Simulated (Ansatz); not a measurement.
Corundum (α-Al2O3) was calculated with PBE-D3(BJ) (Ansatz, a program for electronic structure, PAW).

Numerical settings: plane-wave cutoff 520 eV, 8×8×8 k mesh, Fermi–Dirac smearing 0.01 eV, scalar-relativistic PAW data made under PBE.

Energies at three volumes about the minimum:

```csv
V (Å³/atom),E − E_lowest (meV/atom)
8.427,2.64
8.599,0.00
8.771,2.48
```

Fit a parabola by hand: where is the minimum, and what is the bulk modulus?

Slopes: (0.00 − 2.64)/(8.599 − 8.427) = -15.349 and (2.48 − 0.00)/(8.771 − 8.599) = 14.419 meV/Å³. Curvature E″ = 2 × (14.419 − (-15.349))/(8.771 − 8.427) = 173.070 meV/Å⁶. From the middle of the first interval, the slope vanishes at V0 = 8.5130 − (-15.349)/173.070 = 8.602 Å³/atom. B = V0 E″ = 8.602 × 173.070 meV/Å³ × 0.1602 GPa per meV/Å³ = 239 GPa. The full Birch–Murnaghan fit to all volumes gives V0 = 8.599 Å³/atom and B0 = 239 GPa.

Shape and atoms are relaxed at each volume.

Measured, for comparison: bulk modulus 254 GPa (298 K, copied from a table, unchecked, no zero-point or thermal correction, with K' = 4.34, our sources range from 239 to 254; as tabulated in BurnMan's mineral tables). Computed (rounded) less measured: bulk modulus not scored (unchecked).

Note: the bulk modulus comes from volumes at which shape and atoms were relaxed.
